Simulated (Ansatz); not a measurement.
# One arrangement of a pair

The pair of NH4⁺ (SMILES [NH4+], atoms 1–5) and CH3Cl (SMILES CCl, atoms 6–10), both closed shells, in one local arrangement (a lower one may exist), relaxed at PBE0-D4/def2-TZVP:

```
10
angstrom
N -0.2446 0.1124 -2.0447
H -0.0012 1.0323 -2.4150
H 0.4932 -0.5527 -2.2794
H -1.1225 -0.1980 -2.4643
H -0.3602 0.1724 -0.9986
C 0.3635 -0.1706 2.1385
Cl -0.8747 0.4369 0.9899
H 1.2887 0.3688 1.9582
H 0.4771 -1.2392 1.9819
H -0.0194 0.0375 3.1336
```

Ansatz 0.2.0; basis: def2-TZVPPD, with def2-QZVPPD for the basis limit; cores frozen in the correlated methods. B3LYP uses VWN-RPA correlation. Extrapolation: Hartree–Fock as exp(−7.88 √X), correlation as X^−2.97. Interaction energies count from these two fragments, frozen as in the pair, with the counterpoise correction; negative means bound.

Q: What is the interaction energy by CCSD(T) at an estimated basis limit (MP2 extrapolated from triple and quadruple zeta, plus CCSD(T) − MP2 in triple zeta)? (Judge from chemistry; the value comes from the calculation.)

A: The calculation gives: -56.9 kJ/mol. Hartree–Fock alone gives -44.4 kJ/mol at the basis limit. It counts from the two fragments frozen as in the pair.

The same quantity by other methods in triple zeta, and each one's difference from that estimate:
```json
{"method": "PBE-D4", "E_int (kJ/mol)": "-65.0", "difference": "-8.1"}
{"method": "revPBE-D4", "E_int (kJ/mol)": "-61.1", "difference": "-4.3"}
{"method": "BLYP-D4", "E_int (kJ/mol)": "-61.8", "difference": "-4.9"}
{"method": "r2SCAN-D4", "E_int (kJ/mol)": "-61.3", "difference": "-4.4"}
{"method": "B97M-V", "E_int (kJ/mol)": "-59.1", "difference": "-2.3"}
{"method": "PBE0-D4", "E_int (kJ/mol)": "-62.5", "difference": "-5.6"}
{"method": "B3LYP-D4", "E_int (kJ/mol)": "-61.0", "difference": "-4.2"}
{"method": "HSE06-D4", "E_int (kJ/mol)": "-62.6", "difference": "-5.7"}
{"method": "wB97X-V", "E_int (kJ/mol)": "-57.8", "difference": "-0.9"}
{"method": "wB97M-V", "E_int (kJ/mol)": "-57.7", "difference": "-0.8"}
{"method": "B2PLYP", "E_int (kJ/mol)": "-56.2", "difference": "0.7"}
{"method": "HF", "E_int (kJ/mol)": "-44.0", "difference": "12.8"}
{"method": "MP2", "E_int (kJ/mol)": "-55.4", "difference": "1.5"}
{"method": "CCSD", "E_int (kJ/mol)": "-52.0", "difference": "4.9"}
{"method": "CCSD(T)", "E_int (kJ/mol)": "-53.9", "difference": "3.0"}
```
Differences are method less estimate.

Q: Which atoms make the shortest contact between the fragments?

A: H5 and Cl7, 2.07 Å apart.

Energy to bend the free fragments (PBE0-D4 minima) into their shapes in the pair, CCSD(T)/def2-TZVPPD: NH4⁺ 2.0 kJ/mol; CH3Cl 0.2 kJ/mol. This must be added to the interaction energy to get the binding energy from relaxed fragments.

Basis-set superposition shift (counterpoise-corrected less uncorrected): CCSD(T) 2.8; MP2 2.7; HF 0.2; PBE0-D4 0.2; wB97M-V 0.3 kJ/mol.

The T1 diagnostic stays at or below 0.008.

For scale, one of the runs: CCSD(T)/def2-TZVPPD, 244 basis functions, launched by `ansatz run in.yaml --threads 4 --pin off --events-out ev --progress --plain --max-ram 9574MiB`. Hardware: 4 CPU threads of an Arm Neoverse V2, shared host. Wall time 52 s; peak host memory 4.8 GiB.
